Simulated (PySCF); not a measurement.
# Where does N-methylacetamide take a proton?

Parent: N-methylacetamide, `CNC(C)=O` (C3H7NO). Non-hydrogen atoms are numbered in `[CH3:1][NH:2][C:3]([CH3:4])=[O:5]`.

These are calculated values, ωB97X-D3(BJ)/def2-TZVP in PySCF (grid level 2) at geometries from PBE0-D3(BJ)/def2-SVP. Zero-point and thermal terms (298.15 K, 1 bar) come from unscaled PBE0-D3(BJ)/def2-SVP harmonic frequencies, with soft modes damped to free rotors in the entropy.

```
               site        product  PA / kJ/mol  GB / kJ/mol  gas share  above best in diethyl ether / kJ/mol
  O5 (amide oxygen)   CNC(C)=[OH+]          902          869   > 99.9 %                                   0.0
N2 (amide nitrogen)  C[NH2+]C(C)=O          835          804    < 0.1 %                                  43.9
```

PA is −ΔH and GB is −ΔG of B + H⁺ → BH⁺ in the gas phase. Shares are Boltzmann weights among the listed products; an error of 10 kJ/mol changes a ratio about 56-fold. Sites whose products fell apart, merged with another or lost in a GFN2-xTB screen aren't listed. Values in solvent are IEF-PCM free energies relative to the most favourable product.

Of the listed sites O5 (amide oxygen) is favoured in the gas phase, 65 kJ/mol ahead of N2 in free energy.

In diethyl ether the product from O5 is solvated 173 kJ/mol more strongly than the parent (electrostatics only).

Measured values (NIST Chemistry WebBook, evaluated or the median of agreeing entries): proton affinity (−ΔH) 889 kJ/mol (computed 902, difference 13); gas-phase basicity (−ΔG) 858 kJ/mol (computed 869, difference 11). These are compared with the most favourable site that keeps the skeleton.

Structures, frequencies and single points took 19 min of wall time on 1 thread of Arm Neoverse N1 (shared host), launched as `OMP_NUM_THREADS=1 python redox_run.py task.json out`.
